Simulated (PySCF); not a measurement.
**Ionisation energy of Mg by level of theory**

Mg [Ne] 3s2 (1S) → Mg⁺ [Ne] 3s1 (2S), as a difference of total energies. Computed with PySCF 2.14 in dyall-acv3z, with the spin-free X2C one-electron Hamiltonian (Gaussian nucleus). Correlated levels: valence: [Ne] frozen; virtual orbitals above 40 to 60 times the deepest correlated orbital energy dropped. The calculations carry no spin-orbit coupling.

Task: Order these methods by the ionisation energy they give, lowest first.
A. SCS-MP2 (valence)
B. MP2 (valence)
C. CCSD (valence)
D. UHF

Result: D (6.615 eV), B (7.270 eV), A (7.401 eV), C (7.537 eV).

Errors of the correlated levels include the incompleteness of this basis and the frozen core.

With two correlated electrons CCSD is exact in that space.

For comparison: 7.646 eV (measured; NIST Atomic Spectra Database, ionization energies).
